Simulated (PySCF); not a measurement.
# Phosphorus: a sound run and one with changed settings

Sound run: P [Ne] 3s2 3p3, P⁺ [Ne] 3s2 3p2. Calculation: PySCF 2.14, in pcseg-2 (5s4p2d1f, 34 functions); the non-relativistic Hamiltonian (point nucleus). In the sound run the correlated levels freeze [Ne]. The sound run starts from symmetry-adapted Hartree-Fock orbitals and uses a fine grid where one is needed.

Changed run: scalar relativity by spin-free X2C-1e. This setting is unsound on purpose.

| species | method | sound run (hartree) | changed run (hartree) | converged |
| --- | --- | --- | --- | --- |
| P | UHF | -340.70921 | -341.44749 | yes |
| P | MN15 | -341.17336 | -341.91845 | yes |
| P | LDA | -339.99998 | -340.74010 | yes |
| P | MP2 | -340.78445 | -341.52281 | yes |
| P | CCSD(T) | -340.80402 | -341.54237 | yes |
| P⁺ | UHF | -340.34439 | -341.08298 | yes |
| P⁺ | MN15 | -340.78823 | -341.53379 | yes |
| P⁺ | LDA | -339.61092 | -340.35143 | yes |
| P⁺ | MP2 | -340.40357 | -341.14220 | yes |
| P⁺ | CCSD(T) | -340.42493 | -341.16351 | yes |

Ionisation energy of P:

```tsv
method	sound run (eV)	changed run (eV)
UHF	9.927	9.919
MN15	10.480	10.467
LDA	10.587	10.576
MP2	10.364	10.357
SCS-MP2	10.219	10.211
CCSD	10.292	10.286
CCSD(T)	10.316	10.309
```

Most of the change in total energy is the relativistic energy itself. On top of that the contraction fixes the core shape for the Hamiltonian it was made with, so the changed run is not a good calculation with the other Hamiltonian either.

For comparison, NIST gives 10.487 eV between the lowest levels.
